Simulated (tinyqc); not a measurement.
Worked calculation (part 2 of 2): G0W0 on RHF in the sto-3g basis, for H2F+, spin multiplicity 1. Computed by tinyqc, a small Python program that keeps every step (integrals from PySCF). Command: `OMP_NUM_THREADS=1 python tinyqc.py 28328 28329 out.jsonl` (the two numbers bound the seeds that draw the settings). One thread of a shared host (Intel(R) Xeon(R) Processor @ 2.60GHz), about 0.07 s of CPU time with the checks.

Geometry (angstrom):
```
atom,x,y,z
F,0.000000,0.000000,0.000000
H,0.000000,0.838000,0.591000
H,0.000000,-0.909000,0.641000
```

## Integrals over molecular orbitals

coefficients C:
```
,MO1,MO2,MO3,MO4,MO5,MO6,MO7
1F 1s,0.994779,-0.251117,0.013652,0.062634,0.000000,0.093703,0.031570
1F 2s,0.022233,0.954373,-0.071253,-0.312283,0.000000,-0.565034,-0.206331
1F 2px,0.000000,0.000000,0.000000,0.000000,1.000000,0.000000,0.000000
1F 2py,0.000352,0.012882,0.743714,-0.084240,0.000000,0.185263,-0.755309
1F 2pz,0.002143,0.095088,0.085523,0.864473,0.000000,-0.527181,-0.160013
2H 1s,-0.004111,0.090130,0.364473,0.186034,0.000000,0.505007,0.950990
3H 1s,-0.003362,0.074761,-0.317189,0.257279,0.000000,0.882443,-0.541607
```

core Hamiltonian H = T + V (hartree):
```
,1F 1s,1F 2s,1F 2px,1F 2py,1F 2pz,2H 1s,3H 1s
1F 1s,-41.016812,-9.625707,0.000000,-0.001476,-0.012838,-1.556192,-1.264003
1F 2s,-9.625707,-11.492502,0.000000,-0.017005,-0.157789,-3.517868,-2.998151
1F 2px,0.000000,0.000000,-9.136092,0.000000,0.000000,0.000000,0.000000
1F 2py,-0.001476,-0.017005,0.000000,-9.243006,-0.008080,-1.924763,1.686332
1F 2pz,-0.012838,-0.157789,0.000000,-0.008080,-9.189263,-1.399719,-1.229657
2H 1s,-1.556192,-3.517868,0.000000,-1.924763,-1.399719,-5.284257,-1.187405
3H 1s,-1.264003,-2.998151,0.000000,1.686332,-1.229657,-1.187405,-4.966237
```

Given earlier and not repeated: Two-electron integrals (ij|kl) in chemists' order.

(pq|rs) = sum C_ip C_jq C_kr C_ls (ij|kl), one index at a time.

one-electron integrals over orbitals h = C^T H C (hartree):
```
,1,2,3,4,5,6,7
1,-40.999035,0.693382,-0.036362,-0.162251,0.000000,-0.249335,-0.083852
2,0.693382,-9.598010,0.062834,0.354665,0.000000,1.233456,0.423196
3,-0.036362,0.062834,-7.968266,-0.095483,0.000000,-0.472622,2.122499
4,-0.162251,0.354665,-0.095483,-8.575588,0.000000,1.497132,0.141731
5,0.000000,0.000000,0.000000,0.000000,-9.136092,0.000000,0.000000
6,-0.249335,1.233456,-0.472622,1.497132,0.000000,-5.520244,0.028341
7,-0.083852,0.423196,2.122499,0.141731,0.000000,0.028341,-5.925286
```

Two-electron integrals over orbitals (pq|rs), unique and non-zero (hartree):
```
p,q,r,s,(pq|rs)
1,1,1,1,5.362897
2,1,1,1,-0.505730
2,1,2,1,0.075659
2,2,1,1,1.206507
2,2,2,1,-0.019778
2,2,2,2,0.859445
3,1,1,1,0.027469
3,1,2,1,-0.003522
3,1,2,2,0.002937
3,1,3,1,0.017686
3,2,1,1,-0.018332
3,2,2,1,0.001706
3,2,2,2,0.003200
3,2,3,1,0.025743
3,2,3,2,0.155455
3,3,1,1,0.984100
3,3,2,1,-0.008428
3,3,2,2,0.753297
3,3,3,1,-0.001149
3,3,3,2,-0.005793
3,3,3,3,0.727890
4,1,1,1,0.125069
4,1,2,1,-0.016145
4,1,2,2,0.012756
4,1,3,1,0.001365
4,1,3,2,0.000100
4,1,3,3,0.004666
4,1,4,1,0.027388
4,2,1,1,-0.094539
4,2,2,1,0.007525
4,2,2,2,-0.003301
4,2,3,1,0.000065
4,2,3,2,0.001578
4,2,3,3,-0.008135
4,2,4,1,0.029715
4,2,4,2,0.159593
4,3,1,1,0.020121
4,3,2,1,-0.000806
4,3,2,2,0.008367
4,3,3,1,-0.003532
4,3,3,2,0.005950
4,3,3,3,0.009948
4,3,4,1,-0.001864
4,3,4,2,-0.011101
4,3,4,3,0.049302
4,4,1,1,1.140705
4,4,2,1,-0.013898
4,4,2,2,0.808345
4,4,3,1,0.000215
4,4,3,2,-0.013020
4,4,3,3,0.703583
4,4,4,1,-0.009892
4,4,4,2,-0.085135
4,4,4,3,0.010741
4,4,4,4,0.868558
5,1,5,1,0.029585
5,2,5,1,0.039221
5,2,5,2,0.182444
5,3,5,1,-0.001997
5,3,5,2,-0.007223
5,3,5,3,0.038328
5,4,5,1,-0.009069
5,4,5,2,-0.033180
5,4,5,3,0.002472
5,4,5,4,0.052810
5,5,1,1,1.264015
5,5,2,1,-0.014271
5,5,2,2,0.881618
5,5,3,1,0.000791
5,5,3,2,-0.009691
5,5,3,3,0.743133
5,5,4,1,0.003576
5,5,4,2,-0.052128
5,5,4,3,0.011616
5,5,4,4,0.824691
5,5,5,5,0.997514
6,1,1,1,0.188782
6,1,2,1,-0.029727
6,1,2,2,0.003941
6,1,3,1,0.004270
6,1,3,2,0.003698
6,1,3,3,0.001791
6,1,4,1,-0.006329
6,1,4,2,-0.019066
6,1,4,3,0.000686
6,1,4,4,0.012173
6,1,5,5,0.005278
6,1,6,1,0.018988
6,2,1,1,-0.260203
6,2,2,1,0.006655
6,2,2,2,-0.133131
6,2,3,1,0.002492
6,2,3,2,0.015929
6,2,3,3,-0.085175
6,2,4,1,-0.017391
6,2,4,2,-0.045614
6,2,4,3,-0.004520
6,2,4,4,-0.088780
6,2,5,5,-0.137046
6,2,6,1,0.006234
6,2,6,2,0.071401
6,3,1,1,0.089822
6,3,2,1,-0.001893
6,3,2,2,0.047612
6,3,3,1,-0.003934
6,3,3,2,0.018179
6,3,3,3,0.042316
6,3,4,1,0.000243
6,3,4,2,-0.012807
6,3,4,3,0.017806
6,3,4,4,0.036146
6,3,5,5,0.051075
6,3,6,1,0.000180
6,3,6,2,-0.018013
6,3,6,3,0.067160
6,4,1,1,-0.286465
6,4,2,1,0.003948
6,4,2,2,-0.152970
6,4,3,1,-0.001911
6,4,3,2,-0.011826
6,4,3,3,-0.093179
6,4,4,1,-0.004646
6,4,4,2,0.017073
6,4,4,3,-0.008068
6,4,4,4,-0.157416
6,4,5,5,-0.159243
6,4,6,1,0.000087
6,4,6,2,0.056374
6,4,6,3,-0.035686
6,4,6,4,0.087952
6,5,5,1,-0.012262
6,5,5,2,-0.047608
6,5,5,3,0.006873
6,5,5,4,-0.009860
6,5,6,5,0.024181
6,6,1,1,0.683931
6,6,2,1,-0.005467
6,6,2,2,0.559806
6,6,3,1,-0.002790
6,6,3,2,-0.037744
6,6,3,3,0.541971
6,6,4,1,0.014665
6,6,4,2,0.064987
6,6,4,3,-0.027599
6,6,4,4,0.537118
6,6,5,5,0.538851
6,6,6,1,-0.005617
6,6,6,2,-0.048988
6,6,6,3,-0.035948
6,6,6,4,-0.012975
6,6,6,6,0.579194
7,1,1,1,0.063838
7,1,2,1,-0.010327
7,1,2,2,0.000498
7,1,3,1,-0.015896
7,1,3,2,-0.023386
7,1,3,3,0.002502
7,1,4,1,0.000333
7,1,4,2,-0.002999
7,1,4,3,0.003622
7,1,4,4,0.002914
7,1,5,5,0.001732
7,1,6,1,0.002054
7,1,6,2,-0.002566
7,1,6,3,0.003694
7,1,6,4,0.001322
7,1,6,6,0.002866
7,1,7,1,0.016803
7,2,1,1,-0.090845
7,2,2,1,0.002124
7,2,2,2,-0.046705
7,2,3,1,-0.017399
7,2,3,2,-0.064457
7,2,3,3,-0.020407
7,2,4,1,-0.002993
7,2,4,2,-0.002570
7,2,4,3,0.021254
7,2,4,4,-0.036747
7,2,5,5,-0.046764
7,2,6,1,-0.002582
7,2,6,2,0.007910
7,2,6,3,0.020018
7,2,6,4,0.018604
7,2,6,6,-0.018927
7,2,7,1,0.015406
7,2,7,2,0.059407
7,3,1,1,-0.413816
7,3,2,1,0.008034
7,3,2,2,-0.204281
7,3,3,1,-0.000126
7,3,3,2,0.021888
7,3,3,3,-0.159292
7,3,4,1,0.001096
7,3,4,2,0.055300
7,3,4,3,-0.001027
7,3,4,4,-0.192837
7,3,5,5,-0.226515
7,3,6,1,-0.004631
7,3,6,2,0.061540
7,3,6,3,-0.013929
7,3,6,4,0.084966
7,3,6,6,-0.032240
7,3,7,1,-0.001553
7,3,7,2,0.027143
7,3,7,3,0.160864
7,4,1,1,-0.028215
7,4,2,1,0.000233
7,4,2,2,-0.013089
7,4,3,1,0.006941
7,4,3,2,0.052366
7,4,3,3,-0.007928
7,4,4,1,-0.002625
7,4,4,2,-0.008686
7,4,4,3,-0.007077
7,4,4,4,-0.016648
7,4,5,5,-0.014629
7,4,6,1,0.002558
7,4,6,2,0.012526
7,4,6,3,0.036447
7,4,6,4,-0.004864
7,4,6,6,-0.034762
7,4,7,1,-0.006410
7,4,7,2,-0.007709
7,4,7,3,0.022017
7,4,7,4,0.046578
7,5,5,1,-0.004096
7,5,5,2,-0.015912
7,5,5,3,-0.024259
7,5,5,4,0.000624
7,5,6,5,0.002290
7,5,7,5,0.020455
7,6,1,1,-0.006245
7,6,2,1,0.000304
7,6,2,2,0.003870
7,6,3,1,0.008100
7,6,3,2,0.077409
7,6,3,3,-0.000396
7,6,4,1,0.002598
7,6,4,2,0.007915
7,6,4,3,0.042680
7,6,4,4,-0.012437
7,6,5,5,-0.002233
7,6,6,1,1.33e-06
7,6,6,2,-0.004654
7,6,6,3,0.064645
7,6,6,4,-0.024106
7,6,6,6,-0.067569
7,6,7,1,-0.007719
7,6,7,2,0.004971
7,6,7,3,0.030794
7,6,7,4,0.048001
7,6,7,6,0.120372
7,7,1,1,0.780190
7,7,2,1,-0.007326
7,7,2,2,0.606981
7,7,3,1,0.005984
7,7,3,2,0.049095
7,7,3,3,0.606458
7,7,4,1,0.003721
7,7,4,2,0.008512
7,7,4,3,0.023016
7,7,4,4,0.575109
7,7,5,5,0.591457
7,7,6,1,0.002663
7,7,6,2,-0.042003
7,7,6,3,0.053520
7,7,6,4,-0.045899
7,7,6,6,0.493434
7,7,7,1,-0.004378
7,7,7,2,-0.012412
7,7,7,3,-0.048467
7,7,7,4,0.028344
7,7,7,6,0.063586
7,7,7,7,0.606570
```

## Screening: direct RPA

orbital energies (hartree): MO1 -26.595801, MO2 -2.012183, MO3 -1.132924, MO4 -1.041475, MO5 -1.014833, MO6 -0.066573, MO7 0.090999

With D = e_a - e_i and K = (ia|jb): diagonalise D^(1/2) (D + 4K) D^(1/2) = Z w^2 Z^T; X + Y = D^(1/2) Z w^(-1/2), each column of Z with its largest component positive (the first on a tie); E_c = (sum w - tr (D + 2K)) / 2.

D^(1/2) (D + 4K) D^(1/2) (hartree^2):
```
,1>6,1>7,2>6,2>7,3>6,3>7,4>6,4>7,5>6,5>7
1>6,705.814909,0.218649,0.179136,-0.077152,0.003829,-0.105544,0.001776,0.056093,0.000000,0.000000
1>7,0.218649,713.978921,-0.073945,0.461672,0.078826,-0.035499,0.026973,-0.140957,0.000000,0.000000
2>6,0.179136,-0.073945,4.341072,0.064005,-0.103785,0.379857,0.310559,0.074372,0.000000,0.000000
2>7,-0.077152,0.461672,0.064005,4.923152,0.119911,0.174192,0.106559,-0.047591,0.000000,0.000000
3>6,0.003829,0.078826,-0.103785,0.119911,1.423569,-0.063652,-0.145541,0.160208,0.000000,0.000000
3>7,-0.105544,-0.035499,0.379857,0.174192,-0.063652,2.285526,0.371248,0.103681,0.000000,0.000000
4>6,0.001776,0.026973,0.310559,0.106559,-0.145541,0.371248,1.293413,-0.020442,0.000000,0.000000
4>7,0.056093,-0.140957,0.074372,-0.047591,0.160208,0.103681,-0.020442,1.493491,0.000000,0.000000
5>6,0.000000,0.000000,0.000000,0.000000,0.000000,0.000000,0.000000,0.000000,0.990915,0.009380
5>7,0.000000,0.000000,0.000000,0.000000,0.000000,0.000000,0.000000,0.000000,0.009380,1.313341
```

excitation energies w (hartree): 0.995310  1.055084  1.135125  1.146130  1.284139  1.519221  2.107199  2.227275  26.567069  26.720500

X + Y:
```
,1,2,3,4,5,6,7,8,9,10
1>6,0.000000,-0.000142,-0.000320,0.000000,-0.000267,0.000759,-0.000860,0.000262,0.998930,0.026647
1>7,0.000000,-0.000426,0.000774,0.000000,0.000434,0.000326,0.000873,-0.002140,-0.026803,0.999012
2>6,0.000000,-0.058999,-0.054463,0.000000,0.025918,-0.249250,0.918897,0.169603,0.000070,-0.000026
2>7,0.000000,-0.036599,0.045099,0.000000,-0.011610,-0.073484,-0.199124,0.949389,-0.000036,0.000182
3>6,0.000000,0.388365,-0.641820,0.000000,0.578442,-0.067291,-0.034299,0.016350,0.000000,0.000022
3>7,0.000000,-0.256867,-0.208736,0.000000,0.060917,0.831995,0.132869,0.071083,-0.000032,-0.000012
4>6,0.000000,0.854015,0.247048,0.000000,-0.192877,0.220398,0.074977,0.034768,0.000000,0.000007
4>7,0.000000,-0.046350,0.667947,0.000000,0.692416,0.068056,0.022056,-0.004166,0.000018,-0.000040
5>6,0.975666,0.000000,0.000000,0.026429,0.000000,0.000000,0.000000,0.000000,0.000000,0.000000
5>7,-0.030626,0.000000,0.000000,0.981848,0.000000,0.000000,0.000000,0.000000,0.000000,0.000000
```

RPA correlation energy = -0.05354268 hartree

## G0W0 on Hartree-Fock: HOMO

W(p,q,m) = sqrt2 sum_ia (pq|ia) (X+Y)_ia,m; Sigma_c(x) = sum_(i,m) W^2/(x - e_i + w_m) + sum_(a,m) W^2/(x - e_a - w_m); solve x = e_p + Sigma_c(x) by Newton steps; Z = 1/(1 - dSigma/dx); 1 hartree = 27.211386 eV.

The 12 largest terms at x = e_p (hartree; W for the signs of X + Y given):
```
q,m,W,term
5,6,-0.269251,0.047719
5,7,-0.227311,0.024521
5,8,-0.124995,0.007015
5,2,-0.067179,0.004277
2,1,-0.065000,0.002120
5,5,0.047122,0.001729
5,3,-0.041376,0.001508
3,4,-0.033428,0.000884
6,1,0.033265,-0.000569
7,4,0.028488,-0.000360
2,4,-0.023874,0.000266
4,1,-0.013631,0.000182
```

Newton steps (hartree):
```
step,x,Sigma_c(x),Z
0,-1.014833,0.089395,0.947383
1,-0.930142,0.084928,0.952286
2,-0.929916,0.084917,0.952299
3,-0.929916,0.084917,0.952299
```

quasiparticle energy of the HOMO = -25.304316 eV

Hartree-Fock value = -27.615018 eV

## G0W0 on Hartree-Fock: LUMO

As before.

The 12 largest terms at x = e_p (hartree; W for the signs of X + Y given):
```
q,m,W,term
7,5,0.108857,-0.008219
4,6,0.108511,0.004721
3,5,0.098176,0.004101
6,5,-0.064166,-0.003206
2,7,0.109354,0.002951
4,7,0.094892,0.002922
6,7,-0.065094,-0.002011
2,6,0.066915,0.001292
4,2,0.050411,0.001252
4,5,-0.048864,0.001057
4,8,0.050566,0.000798
6,8,-0.041679,-0.000780
```

Newton steps (hartree):
```
step,x,Sigma_c(x),Z
0,-0.066573,0.006118,0.981199
1,-0.060570,0.006003,0.981148
2,-0.060570,0.006003,0.981148
```

quasiparticle energy of the LUMO = -1.648207 eV

Hartree-Fock value = -1.811551 eV
